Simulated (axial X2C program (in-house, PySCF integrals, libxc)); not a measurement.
# SAl⁺: bond curves with and without spin–orbit coupling

What are the state, bond length, wavenumber and bond energy of SAl⁺, and what does spin–orbit coupling change?

Program: an in-house X2C program for linear molecules on PySCF integrals. Level of theory: all-electron X2C, S dyall-av3z, Al dyall-v3z. These are calculated values, not measurements.

## 1. The job

Input file task.json:

```json
{"zs": [16, 13], "q": 1, "bas": ["dyall-av3z", "dyall-v3z"], "levels": ["PBE0", "HF", "TPSSh"], "cc": true, "r0": 2.07, "thr": -2.0, "nmax": 90, "npts": 10, "nst": 2, "ntry": 6}
```

Keys: zs atomic numbers; q charge; bas basis sets; levels methods (HF also brings MP2); cc coupled cluster on or off; r0 starting distance in Å; thr threshold in hartree for freezing inner shells (an s shell follows its p shell); nmax most natural virtual spinors; npts points asked for on the curve; nst determinants followed; ntry starts of the search.

On the command line:

```sh
python so2c.py task.json out
```

Spin-free means the one-electron spin-free X2C Hamiltonian; two-component (2c) means X2C with spin–orbit coupling and atomic mean-field two-electron Coulomb and Gaunt terms. Basis: S dyall-av3z contracted to [9s8p3d2f], Al dyall-v3z contracted to [8s8p2d1f]; Gaussian nuclei, density fitting. Masses: S 31.972 u, Al 26.982 u.

Notation: σ, π±, δ± give the projection m of an orbital's angular momentum (0, ±1, ±2), α and β its spin, Λ and M_S the sums; ω is the projection of a spinor's total angular momentum and Ω the sum. Logs are in hartree.

The results follow Hamiltonian by Hamiltonian and level by level.

## 2. State search with PBE0

PBE0 moves the distance from 2.070 Å to 2.200 Å and compares determinants there.

Spin-free determinants:

```json
{"ΔE (eV)": "0.00", "state": "M_S = 1, Λ = 1", "open shells": "beyond closed shells: σα, π+α, π+β, π-α"}
{"ΔE (eV)": "0.11", "state": "M_S = 0, Λ = 1", "open shells": "beyond closed shells: σβ, π+α, π+β, π-α"}
{"ΔE (eV)": "0.82", "state": "M_S = 0, Λ = 0", "open shells": "closed shell"}
{"ΔE (eV)": "1.36", "state": "M_S = 1, Λ = 0", "open shells": "beyond closed shells: π+α, π-α"}
{"ΔE (eV)": "2.62", "state": "M_S = 0, Λ = 0", "open shells": "beyond closed shells: π+β, π-α"}
{"ΔE (eV)": "2.62", "state": "M_S = 0, Λ = 2", "open shells": "beyond closed shells: π+α, π+β"}
{"ΔE (eV)": "2.70", "state": "M_S = 1, Λ = 0", "open shells": "beyond closed shells: 2 × σα"}
```

Two-component determinants:

```tsv
ΔE (eV)	state	open shells
0.00	Ω = 2	excess of +ω over −ω: ω = 1/2, ω = 3/2
0.11	Ω = 1	excess of +ω over −ω: ω = -1/2, ω = 3/2
0.15	Ω = 1	excess of +ω over −ω: 2 × ω = 1/2
0.69	Ω = 0	closed shell
2.59	Ω = 0	closed shell
3.87	Ω = 3	excess of +ω over −ω: 2 × ω = 3/2
5.31	Ω = 4	excess of +ω over −ω: 2 × ω = 1/2, 2 × ω = 3/2
```

## 3. PBE0, spin-free

State followed: M_S = 1, Λ = 1 (beyond closed shells: σα, π+α, π+β, π-α). The scan is laid around 2.200 Å, a first estimate of the minimum, and this SCF restarts from the orbitals of the search.

Output at 2.200 Å:

```text
spin-free X2C-1e  PBE0
basis functions 111  fitting functions 625  grid points 4359
iter        total energy     max residual
   1       -641.591284914     8.82e-06
   2       -641.591284917     7.00e-06
   3       -641.591284917     3.72e-06
converged
one-electron -981.19199265  Coulomb 333.52486043  exact exchange -10.76691291  xc functional -33.18853973  nuclear repulsion 50.03129994
```

Along the bond, energies from the lowest point:

```
R (Å)  E (eV)  μ (D)  HOMO (eV)  LUMO (eV)  iterations
1.914  0.6895   3.57     -13.77     -11.99          11
2.002  0.2686   3.86     -13.84     -11.69          10
2.068  0.0973   4.07     -13.88     -11.48          10
2.134  0.0159   4.26     -13.78     -11.29          10
2.200  0.0000   4.43     -13.60     -11.12           3
2.277  0.0392   4.60     -13.41     -10.93          11
2.354  0.1175   4.75     -13.25     -10.76          11
2.453  0.2473   4.90     -13.06     -10.68          12
2.574  0.4151   5.05     -12.87     -10.65          12
2.750  0.6291   5.30     -12.62     -10.51          12
```

Dipoles are positive if Al is the positive end and refer to the centre of mass.

Outer orbitals at the reference distance:

```json
{"symmetry": "σα", "occupied": "yes", "ε (eV)": "-26.53", "atomic character": "77% S s, 9% Al p, 6% Al d"}
{"symmetry": "σβ", "occupied": "yes", "ε (eV)": "-24.78", "atomic character": "76% S s, 9% Al p, 6% Al d"}
{"symmetry": "σα", "occupied": "yes", "ε (eV)": "-17.36", "atomic character": "55% S p, 34% Al s, 6% S s"}
{"symmetry": "σβ", "occupied": "yes", "ε (eV)": "-16.12", "atomic character": "55% S p, 31% Al s, 8% S s"}
{"symmetry": "π-α", "occupied": "yes", "ε (eV)": "-14.82", "atomic character": "86% S p, 7% Al p, 5% Al d"}
{"symmetry": "π+α", "occupied": "yes", "ε (eV)": "-14.82", "atomic character": "86% S p, 7% Al p, 5% Al d"}
{"symmetry": "σα", "occupied": "yes", "ε (eV)": "-13.94", "atomic character": "33% Al p, 32% Al s, 28% S p"}
{"symmetry": "π+β", "occupied": "yes", "ε (eV)": "-13.60", "atomic character": "84% S p, 9% Al p, 5% Al d"}
{"symmetry": "π-β", "occupied": "no", "ε (eV)": "-11.12", "atomic character": "80% S p, 13% Al p, 5% Al d"}
{"symmetry": "σβ", "occupied": "no", "ε (eV)": "-10.55", "atomic character": "36% Al s, 28% Al p, 26% S p"}
{"symmetry": "π-α", "occupied": "no", "ε (eV)": "-8.00", "atomic character": "75% Al p, 11% S d, 7% S p"}
{"symmetry": "π+α", "occupied": "no", "ε (eV)": "-8.00", "atomic character": "75% Al p, 11% S d, 7% S p"}
```

PBE0 fields in the half plane through the axis: z from -2.4 to 4.5 Å across, distance from the axis 0.15 to 2.25 Å upwards; S lies at z = 0 and Al at z = 2.200 Å; the ELF is damped to zero where the density is low.

log10 density (e/bohr³). Ten even steps from ' ' (-5.16 ) to '@' (1.22 ):
```
    ....::::::::------::::::::::::::::::::....  
  ....::::------------------------------::::....
  ..::::----========================------::::..
..::::--====++++++++++++================----::::
..::----==++++******++++++++++++++++++====----::
..::--==++++************++++++++++++++++====--::
::::--==++****######**********####**++++====----
::----==++****%%@@%%********##@@@@##++++++==----
```

ELF. Ten even steps from '0' (0.00 ) to '9' (1.00 ):
```
000000000000000001100000
000001122211001246652000
000013455432212579998400
000135677654434689999840
001357888876653358999982
001478887787740002999995
002578811178711761499997
003688457638707684299998
```

Re = 2.186 Å, ωe = 461 cm⁻¹, ωexe = 4.58 cm⁻¹, Be = 0.2411 cm⁻¹, De = 1.09 eV, μ = 4.39 D.

## 4. HF, spin-free

Output at 2.200 Å:

```text
spin-free X2C-1e  HF
basis functions 111  fitting functions 625  grid points 4359
iter        total energy     max residual
   1       -640.703483913     6.68e-02
   2       -640.716952004     4.88e-03
   3       -640.717818873     2.62e-03
   4       -640.718050948     1.11e-03
   5       -640.718122267     5.48e-04
   6       -640.718134636     2.91e-04
   7       -640.718140690     1.57e-04
   8       -640.718142726     5.60e-05
   9       -640.718142982     1.73e-05
  10       -640.718143021     1.33e-05
  11       -640.718143032     3.41e-06
  12       -640.718143032     7.47e-07
converged
one-electron -981.01833838  Coulomb 333.39934180  exact exchange -43.13044640  xc functional 0.00000000  nuclear repulsion 50.03129994
```

Re = 2.174 Å, ωe = 458 cm⁻¹, ωexe = 11 cm⁻¹, Be = 0.2437 cm⁻¹, De = 0.247 eV, μ = 5.00 D.

## 5. TPSSh, spin-free

Output at 2.200 Å:

```text
spin-free X2C-1e  TPSSh
basis functions 111  fitting functions 625  grid points 4359
iter        total energy     max residual
   1       -641.867221027     1.06e-02
   2       -641.867720762     8.93e-04
   3       -641.867731743     5.25e-04
   4       -641.867733874     3.31e-04
   5       -641.867735977     1.24e-04
   6       -641.867736385     3.31e-05
   7       -641.867736433     1.29e-05
   8       -641.867736436     1.34e-06
   9       -641.867736437     4.97e-07
converged
one-electron -981.19411884  Coulomb 333.53210721  exact exchange -4.30712721  xc functional -39.92989754  nuclear repulsion 50.03129994
```

Re = 2.188 Å, ωe = 467 cm⁻¹, ωexe = 4.11 cm⁻¹, Be = 0.2406 cm⁻¹, De = 1.09 eV, μ = 4.35 D.

## 6. MP2 and beyond, spin-free

Correlated methods: 8 electrons correlated (frozen shells, counted by type: S 2 s, 1 p; Al 2 s, 1 p), 170 virtual spinors in MP2, 90 natural virtuals in coupled cluster.

Output of the correlated part at 2.200 Å:

```text
correlated 8  virtual 170  natural virtual 90  E(MP2) -0.173649542  MP2 remainder -0.002516614
iter   CCSD correlation   residual
   1     -0.188814111   1.05e-01
   2     -0.195519769   4.58e-02
   3     -0.196698584   1.93e-02
   4     -0.196932502   9.39e-03
   5     -0.196995701   3.20e-03
   6     -0.196999091   1.25e-03
   7     -0.197009029   5.63e-04
   8     -0.197008977   2.39e-04
   9     -0.197007821   9.49e-05
  10     -0.197008486   3.83e-05
  11     -0.197008705   1.59e-05
  12     -0.197008870   6.49e-06
  13     -0.197008885   2.97e-06
(T) -0.009893478  T1 0.0297  D1 0.0447  max T2 0.073
```

T1 in the output is the amplitude norm over the root of the electron number; divide by √2 for the Lee–Taylor value.

MP2: Re = 2.175 Å, ωe = 503 cm⁻¹, Be = 0.2436 cm⁻¹, De = 0.924 eV.

CCSD: Re = 2.201 Å, ωe = 429 cm⁻¹, ωexe = 7 cm⁻¹, Be = 0.2378 cm⁻¹, De = 0.695 eV. T1 at Re = 0.021 (Lee–Taylor, the printed value over √2).

CCSD(T): Re = 2.202 Å, ωe = 441 cm⁻¹, ωexe = 5.65 cm⁻¹, Be = 0.2375 cm⁻¹, De = 0.831 eV. T1 at Re = 0.021 (Lee–Taylor, the printed value over √2).

## 7. A higher determinant, spin-free

State: M_S = 0, Λ = 1 (beyond closed shells: σβ, π+α, π+β, π-α).

Output at the reference distance:

```text
spin-free X2C-1e  PBE0
basis functions 111  fitting functions 625  grid points 4359
iter        total energy     max residual
   1       -641.587356881     3.19e-06
   2       -641.587356881     2.14e-06
converged
one-electron -981.18467423  Coulomb 333.51947582  exact exchange -10.76629848  xc functional -33.18715994  nuclear repulsion 50.03129994
```

```
R (Å)  E above the lowest PBE0 point (eV)
1.914                               0.762
2.002                               0.348
2.068                               0.183
2.134                               0.111
2.200                               0.107
2.277                               0.163
2.354                               0.262
2.453                               0.421
2.574                               0.629
```

Re = 2.171 Å, ωe = 492 cm⁻¹, ωexe = 3.77 cm⁻¹, Be = 0.2445 cm⁻¹, μ = 4.45 D. ⟨S²⟩ = 1.01 against 0.00 for a pure state, so this determinant mixes spins. Te = 0.10 eV.

## 8. The spin-free curves together

Energy (eV) of the followed determinant, spin-free, from each level's lowest point:

```
R (Å)   PBE0     HF    MP2   CCSD  CCSD(T)  TPSSh
1.914  0.689  0.657  0.692    n/a      n/a  0.708
2.002  0.269  0.240  0.260  0.297    0.309  0.279
2.068  0.097  0.078  0.087  0.116    0.123  0.103
2.134  0.016  0.007  0.008  0.026    0.028  0.018
2.200  0.000  0.000  0.000  0.000    0.000  0.000
2.277  0.039  0.042  0.056  0.024    0.025  0.039
2.354  0.118  0.107  0.157  0.082    0.089  0.120
2.453  0.247  0.189  0.311  0.178    0.196  0.256
2.574  0.415  0.263  0.476    n/a      n/a  0.437
2.750  0.629  0.323  0.629    n/a      n/a  0.672
```

## 9. PBE0, 2c

State followed: Ω = 2 (excess of +ω over −ω: ω = 1/2, ω = 3/2). The scan is laid around 2.200 Å, a first estimate of the minimum, and this SCF restarts from the orbitals of the search.

Output at 2.200 Å:

```text
two-component X2C + atomic mean field  PBE0
basis functions 111  fitting functions 625  grid points 4359
iter        total energy     max residual
   1       -641.503975081     1.56e-05
   2       -641.503975098     7.19e-06
   3       -641.503975101     4.28e-06
   4       -641.503975103     1.78e-06
converged
one-electron -980.96359819  Coulomb 333.46337422  exact exchange -10.76473627  xc functional -33.18179733  nuclear repulsion 50.03129994  atomic mean-field constant -0.08851747
```

Along the bond, energies from the lowest point:

```
R (Å)  E (eV)  μ (D)  HOMO (eV)  LUMO (eV)  iterations
1.914  0.6913   3.57     -13.77     -11.96          11
2.002  0.2698   3.86     -13.84     -11.66          10
2.068  0.0981   4.06     -13.87     -11.46          10
2.134  0.0162   4.26     -13.80     -11.27          10
2.200  0.0000   4.43     -13.62     -11.09           4
2.277  0.0388   4.60     -13.43     -10.90          11
2.354  0.1167   4.75     -13.27     -10.73          11
2.453  0.2459   4.90     -13.08     -10.68          12
2.574  0.4132   5.05     -12.89     -10.65          12
2.750  0.6265   5.30     -12.65     -10.51          12
```

Dipoles are positive if Al is the positive end and refer to the centre of mass.

Outer spinors at the reference distance:

```tsv
ω	occupied	ε (eV)	atomic character	λ mixture
1/2	yes	-26.53	77% S s, 9% Al p, 6% Al d	100% σ
-1/2	yes	-24.78	76% S s, 9% Al p, 6% Al d	100% σ
1/2	yes	-17.36	55% S p, 34% Al s, 6% S s	100% σ
-1/2	yes	-16.12	55% S p, 31% Al s, 8% S s	100% σ
-1/2	yes	-14.84	86% S p, 7% Al p, 5% Al d	100% π
3/2	yes	-14.78	86% S p, 7% Al p, 5% Al d	100% π
1/2	yes	-13.94	33% Al p, 32% Al s, 28% S p	100% σ
1/2	yes	-13.62	83% S p, 9% Al p, 5% Al d	100% π
-3/2	no	-11.09	80% S p, 13% Al p, 5% Al d	100% π
-1/2	no	-10.55	36% Al s, 28% Al p, 26% S p	100% σ
-1/2	no	-8.01	75% Al p, 11% S d, 7% S p	100% π
3/2	no	-7.99	75% Al p, 11% S d, 7% S p	100% π
```

PBE0 fields in the half plane through the axis: z from -2.4 to 4.5 Å across, distance from the axis 0.15 to 2.25 Å upwards; S lies at z = 0 and Al at z = 2.200 Å; the ELF is damped to zero where the density is low.

log10 density (e/bohr³). Ten even steps from ' ' (-5.16 ) to '@' (1.22 ):
```
    ....::::::::------::::::::::::::::::::....  
  ....::::------------------------------::::....
  ..::::----========================------::::..
..::::--====++++++++++++================----::::
..::----==++++******++++++++++++++++++====----::
..::--==++++************++++++++++++++++====--::
::::--==++****######**********####**++++====----
::----==++****%%@@%%********##@@@@##++++++==----
```

ELF. Ten even steps from '0' (0.00 ) to '9' (1.00 ):
```
000000000000000001100000
000001122211001246652000
000013455432212579998400
000135677654434689999840
001357888876653358999982
001478887787740002999995
002578811178711761499997
003688457638707684299998
```

Re = 2.186 Å, ωe = 461 cm⁻¹, ωexe = 4.59 cm⁻¹, Be = 0.241 cm⁻¹, De = 1.11 eV, μ = 4.39 D.

## 10. HF, 2c

The SCF at the reference distance of 2.200 Å:

```text
two-component X2C + atomic mean field  HF
basis functions 111  fitting functions 625  grid points 4359
iter        total energy     max residual
   1       -640.616386590     6.70e-02
   2       -640.629845542     4.88e-03
   3       -640.630711257     2.62e-03
   4       -640.630942843     1.11e-03
   5       -640.631013886     5.46e-04
   6       -640.631026165     2.91e-04
   7       -640.631032177     1.58e-04
   8       -640.631034216     5.62e-05
   9       -640.631034476     1.74e-05
  10       -640.631034516     1.33e-05
  11       -640.631034526     3.37e-06
  12       -640.631034527     7.44e-07
converged
one-electron -980.79006290  Coulomb 333.33794488  exact exchange -43.12169897  xc functional 0.00000000  nuclear repulsion 50.03129994  atomic mean-field constant -0.08851747
```

Re = 2.175 Å, ωe = 457 cm⁻¹, ωexe = 11.1 cm⁻¹, Be = 0.2435 cm⁻¹, De = 0.264 eV, μ = 5.00 D.

## 11. TPSSh, 2c

Output at 2.200 Å:

```text
two-component X2C + atomic mean field  TPSSh
basis functions 111  fitting functions 625  grid points 4359
iter        total energy     max residual
   1       -641.779843207     1.06e-02
   2       -641.780343372     8.92e-04
   3       -641.780354359     5.24e-04
   4       -641.780356480     3.31e-04
   5       -641.780358595     1.24e-04
   6       -641.780359001     3.31e-05
   7       -641.780359049     1.29e-05
   8       -641.780359053     1.34e-06
   9       -641.780359053     4.99e-07
converged
one-electron -980.96573449  Coulomb 333.47063248  exact exchange -4.30625669  xc functional -39.92178282  nuclear repulsion 50.03129994  atomic mean-field constant -0.08851747
```

Re = 2.188 Å, ωe = 466 cm⁻¹, ωexe = 4.12 cm⁻¹, Be = 0.2406 cm⁻¹, De = 1.11 eV, μ = 4.35 D.

## 12. Correlated methods, 2c

Correlated methods: 8 electrons correlated (frozen shells, counted by type: S 2 s, 1 p; Al 2 s, 1 p), 170 virtual spinors in MP2, 90 natural virtuals in coupled cluster.

Output of the correlated part at 2.200 Å:

```text
correlated 8  virtual 170  natural virtual 90  E(MP2) -0.173653354  MP2 remainder -0.002515551
iter   CCSD correlation   residual
   1     -0.188822489   1.05e-01
   2     -0.195525067   4.58e-02
   3     -0.196701160   1.93e-02
   4     -0.196934138   9.37e-03
   5     -0.196996998   3.19e-03
   6     -0.197000438   1.25e-03
   7     -0.197010375   5.62e-04
   8     -0.197010321   2.39e-04
   9     -0.197009159   9.55e-05
  10     -0.197009821   3.91e-05
  11     -0.197010040   1.66e-05
  12     -0.197010208   7.22e-06
  13     -0.197010221   3.58e-06
(T) -0.009889061  T1 0.0296  D1 0.0446  max T2 0.072
```

MP2: Re = 2.175 Å, ωe = 503 cm⁻¹, Be = 0.2435 cm⁻¹, De = 0.921 eV.

CCSD: Re = 2.201 Å, ωe = 429 cm⁻¹, ωexe = 7.02 cm⁻¹, Be = 0.2377 cm⁻¹, De = 0.702 eV. T1 at Re = 0.021 (Lee–Taylor, the printed value over √2).

CCSD(T): Re = 2.203 Å, ωe = 441 cm⁻¹, ωexe = 5.67 cm⁻¹, Be = 0.2374 cm⁻¹, De = 0.829 eV. T1 at Re = 0.021 (Lee–Taylor, the printed value over √2).

## 13. A higher determinant, 2c

State: Ω = 1 (excess of +ω over −ω: ω = -1/2, ω = 3/2).

Output at the reference distance:

```text
two-component X2C + atomic mean field  PBE0
basis functions 111  fitting functions 625  grid points 4359
iter        total energy     max residual
   1       -641.500048365     2.60e-06
   2       -641.500048365     1.93e-06
converged
one-electron -980.95622261  Coulomb 333.45792807  exact exchange -10.76412318  xc functional -33.18041312  nuclear repulsion 50.03129994  atomic mean-field constant -0.08851747
```

```
R (Å)  E above the lowest PBE0 point (eV)
1.914                               0.764
2.002                               0.349
2.068                               0.184
2.134                               0.112
2.200                               0.107
2.277                               0.162
2.354                               0.260
2.453                               0.418
2.574                                 n/a
```

Re = 2.171 Å, ωe = 491 cm⁻¹, ωexe = 3.81 cm⁻¹, Be = 0.2443 cm⁻¹, μ = 4.45 D. Te = 0.10 eV.

## 14. The 2c curves together

Energy (eV) of the followed determinant, 2c, from each level's lowest point:

```
R (Å)   PBE0     HF    MP2   CCSD  CCSD(T)  TPSSh
1.914  0.691  0.659  0.693    n/a      n/a  0.709
2.002  0.270  0.242  0.261  0.298    0.310  0.280
2.068  0.098  0.079  0.087  0.117    0.124  0.104
2.134  0.016  0.007  0.008  0.026    0.028  0.018
2.200  0.000  0.000  0.000  0.000    0.000  0.000
2.277  0.039  0.041  0.055  0.024    0.025  0.039
2.354  0.117  0.106  0.156  0.082    0.088  0.119
2.453  0.246  0.187  0.310  0.176    0.194  0.255
2.574  0.413  0.261  0.474    n/a      n/a  0.435
2.750  0.626  0.320  0.627    n/a      n/a  0.670
```

Time for the job: 64 s (1 thread of Arm Neoverse V2, shared host).

## 15. Constants

Lowest determinant that the search found at its distance, spin-free: M_S = 1, Λ = 1 (beyond closed shells: σα, π+α, π+β, π-α).

Lowest determinant that the search found at its distance, 2c: Ω = 2 (excess of +ω over −ω: ω = 1/2, ω = 3/2).

| Hamiltonian | level | Re (Å) | ωe (cm⁻¹) | De (eV) | μ (D) |
| --- | --- | --- | --- | --- | --- |
| spin-free | PBE0 | 2.186 | 461 | 1.09 | 4.39 |
| spin-free | HF | 2.174 | 458 | 0.247 | 5.00 |
| spin-free | MP2 | 2.175 | 503 | 0.924 | n/a |
| spin-free | CCSD | 2.201 | 429 | 0.695 | n/a |
| spin-free | CCSD(T) | 2.202 | 441 | 0.831 | n/a |
| spin-free | TPSSh | 2.188 | 467 | 1.09 | 4.35 |
| 2c | PBE0 | 2.186 | 461 | 1.11 | 4.39 |
| 2c | HF | 2.175 | 457 | 0.264 | 5.00 |
| 2c | MP2 | 2.175 | 503 | 0.921 | n/a |
| 2c | CCSD | 2.201 | 429 | 0.702 | n/a |
| 2c | CCSD(T) | 2.203 | 441 | 0.829 | n/a |
| 2c | TPSSh | 2.188 | 466 | 1.11 | 4.35 |

Dipoles are positive if Al is the positive end and refer to the centre of mass.

Time per point (s) on 1 thread of Arm Neoverse V2, shared host (2c runs; CCSD comes with the CCSD(T) run); the times are rough: PBE0 0.21, HF 0.13, MP2 0.18, CCSD(T) 2.1, TPSSh 0.38.

At CCSD(T), going from spin-free to two-component changes Re by +1 mÅ, ωe by -0.1 %; the spin-free picture holds up (part of it comes from the scalar share of the two-electron terms). De moves by 0.00 eV; both De rest on single-determinant atoms, which can miss part of an open shell's spin–orbit lowering.

De refers to S + Al+, each in the lowest determinant found, which need not be this curve's own limit. Each curve is one determinant whose occupation by symmetry is held fixed; it was picked as the lowest of a PBE0 search that is not exhaustive. Dissociation energies refer to the lowest single-determinant-based atoms at the same level and basis. Density functionals use the spin component along the axis (collinear). Coupled cluster ran in a truncated set of natural virtual spinors; the MP2 energy of the rest was added. The meta-GGAs lack a current-density term, which matters for open shells with orbital currents, atoms included. With several unpaired electrons one determinant need not be a pure state.
